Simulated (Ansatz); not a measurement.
## Phonon frequency of some cubic elemental solids other than molecular ones

Method: revPBE in Ansatz (PAW). References are measured values at room or unstated temperature, uncorrected unless marked, so that the deviations hold thermal and zero-point effects besides the level's error. The table is a random draw of 6 from 14 values with such references.

Values in cm⁻¹.

| solid | reference | revPBE | deviation (%) |
|---|---|---|---|
| diamond (L LO) | 1241 | 1239 | -0.2 |
| diamond (L TA) | 550 (547–564) | 544 | -1.1 |
| fcc Cu (X T) | 169 | 163 | -3.6 |
| fcc Cu (L T) | 114 | 110 | -3.5 |
| diamond-structure Si (L LA) | 378 | 370 | -2.1 |
| diamond (X TA) | 807 | 777 | -3.7 |

Over these 6 values the mean deviation is -2.4 %, the mean absolute deviation 2.4 % (median 2.8 %), and the worst case diamond (X TA) at -3.7 %; the value is too low in 6 of 6 cases. Over all 14, from unrounded values, the mean deviation is -2.6 % and the mean absolute deviation 2.6 % (median 2.8 %).

Brackets give the range of the sources taken for a reference, where it is wide; it can hold other temperatures.

Differences are worked out from the printed values.

Each level is taken at its own relaxed cell. Ansatz's density-functional and Hartree–Fock values are scalar-relativistic unless marked +SOC, with PAW data made under PBE.

Ansatz's runs of these crystals have no spin polarisation.

Not in this set, of the elemental solids other than molecular ones with a reference value in our tables and a result at some level: 12 for no value at revPBE (not run, a failed fit, an unstable or unbound cell, or a value held back for tests); 5 for a doubt noted on the run at revPBE; 4 for a run that failed a test (revPBE); 4 for a reference of another kind, counted apart. These can be a level's best or worst cases. Solids without a released value at any level aren't counted. Layered and molecular crystals are counted apart. The metals Ce to Yb are counted apart.

References as tabulated in Yang et al. (2021), arXiv:2106.07201; arXiv:cond-mat/0412643; He et al. (2014), arXiv:1309.4805; Savrasov and Savrasov (1996), arXiv:cond-mat/9604124 and others.

Ansatz is a first-principles code.
